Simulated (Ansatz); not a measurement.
# CH₂LiS radical: functionals against CCSD(T) at one geometry

How do the functionals fare away from a minimum? The structure is a structure displaced at random from a GFN2-xTB minimum.

Program: Ansatz 0.2.0, Gaussian basis. Level of theory: single points in def2-TZVPP. These are calculated values, not measurements.

Cores are frozen in the correlated methods. The outer core shell of Li, Na, Mg and K is correlated. Orbitals are unrestricted.

### 1 The system as given

SMILES `[Li][CH]S`, 5 atoms, charge 0, spin multiplicity 2.

Atoms are counted from 1 here; the program's logs count them from 0.

Bond lengths: Li1–C2 1.888 Å, C2–S3 1.778 Å, C2–H4 1.124 Å, S3–H5 1.411 Å. Angles: Li1–C2–S3 107.2°, Li1–C2–H4 145.3°, S3–C2–H4 106.9°, C2–S3–H5 101.5°.

Geometry (Å):

```xyz
5
charge 0, multiplicity 2
Li   -1.7462   -1.3477   -0.3495
C    -0.3164   -0.3480    0.3709
S     0.3129    0.6850   -0.9328
H     0.3740   -0.2244    1.2488
H     1.4070    1.3062   -0.2947
```

### 2 CCSD(T)/def2-TZVPP

Input file run/in.yaml:

```yaml
crystal:
  periodic: [false, false, false]
  atoms:
    - {symbol: Li, position_ang: [-1.746200, -1.347700, -0.349500]}
    - {symbol: C, position_ang: [-0.316400, -0.348000, 0.370900]}
    - {symbol: S, position_ang: [0.312900, 0.685000, -0.932800]}
    - {symbol: H, position_ang: [0.374000, -0.224400, 1.248800]}
    - {symbol: H, position_ang: [1.407000, 1.306200, -0.294700]}
basis:
  gaussian: {orbitals: def2-TZVPP}
magnetization: {spin_polarized: true, initial_magnetization: 1}
correlation: {method: ccsd_t}
scf: {omitted_lower_state_checks: [cluster_reference]}
output: {forces: true}
```

No record of the launch command was kept for these runs.

### 3 PBE0-D4/def2-TZVPP

Edit run/in.yaml of step 2 so:

```diff
@@ -11,4 +11,3 @@
 magnetization: {spin_polarized: true, initial_magnetization: 1}
-correlation: {method: ccsd_t}
-scf: {omitted_lower_state_checks: [cluster_reference]}
-output: {forces: true}
+hamiltonian: {xc: pbe0, dispersion: d4}
+output: {forces: true, orbitals: {seedname: orbitals}}
```

### 4 wB97M-V/def2-TZVPP

Edit run/in.yaml of step 3 so:

```diff
@@ -11,3 +11,3 @@
 magnetization: {spin_polarized: true, initial_magnetization: 1}
-hamiltonian: {xc: pbe0, dispersion: d4}
-output: {forces: true, orbitals: {seedname: orbitals}}
+hamiltonian: {xc: {name: wB97M-V}}
+output: {forces: true}
```

### 5 r2SCAN-D4/def2-TZVPP

Edit run/in.yaml of step 4 so:

```diff
@@ -11,3 +11,3 @@
 magnetization: {spin_polarized: true, initial_magnetization: 1}
-hamiltonian: {xc: {name: wB97M-V}}
+hamiltonian: {xc: r2scan, dispersion: d4}
 output: {forces: true}
```

### 6 PBE-D4/def2-TZVPP

Edit run/in.yaml of step 5 so:

```diff
@@ -11,3 +11,3 @@
 magnetization: {spin_polarized: true, initial_magnetization: 1}
-hamiltonian: {xc: r2scan, dispersion: d4}
+hamiltonian: {xc: pbe, dispersion: d4}
 output: {forces: true}
```

### 7 B97M-V/def2-TZVPP

Edit run/in.yaml of step 6 so:

```diff
@@ -11,3 +11,3 @@
 magnetization: {spin_polarized: true, initial_magnetization: 1}
-hamiltonian: {xc: pbe, dispersion: d4}
+hamiltonian: {xc: {name: B97M-V}}
 output: {forces: true}
```

### 8 HSE06-D4/def2-TZVPP

Edit run/in.yaml of step 7 so:

```diff
@@ -11,3 +11,3 @@
 magnetization: {spin_polarized: true, initial_magnetization: 1}
-hamiltonian: {xc: {name: B97M-V}}
+hamiltonian: {xc: hse06, dispersion: d4}
 output: {forces: true}
```

(Steps that only read results are left out.)

What does the calculation give? Wanted: energy less free atoms, CCSD(T)/def2-TZVPP; RMS force component; RMS force error; HOMO and LUMO, PBE0-D4; T1 diagnostic.

The runs gave:

```
                                  quantity                                                                                           value
energy less free atoms, CCSD(T)/def2-TZVPP                                                                                  -1296.4 kJ/mol
                       RMS force component                                                            0.529 to 0.723 eV/Å over the methods
                           RMS force error  PBE0-D4 0.144, wB97M-V 0.107, r2SCAN-D4 0.098, PBE-D4 0.215, B97M-V 0.126, HSE06-D4 0.143 eV/Å
                    HOMO and LUMO, PBE0-D4                                                                              -3.83 and -1.14 eV
                             T1 diagnostic                                                                                           0.020
```

What this shows: Against CCSD(T) the functionals' energies less atoms differ by -97.1 to -59.6 kJ/mol, PBE-D4 by -97.1 kJ/mol. A larger basis would deepen the CCSD(T) value, while the functionals are nearly converged already, so the order here is not reliable. The forces of r2SCAN-D4 come nearest to CCSD(T), those of PBE-D4 are farthest. Frozen-core CCSD(T) forces in triple zeta carry basis errors of their own, and this is one geometry, so small gaps rank nothing.
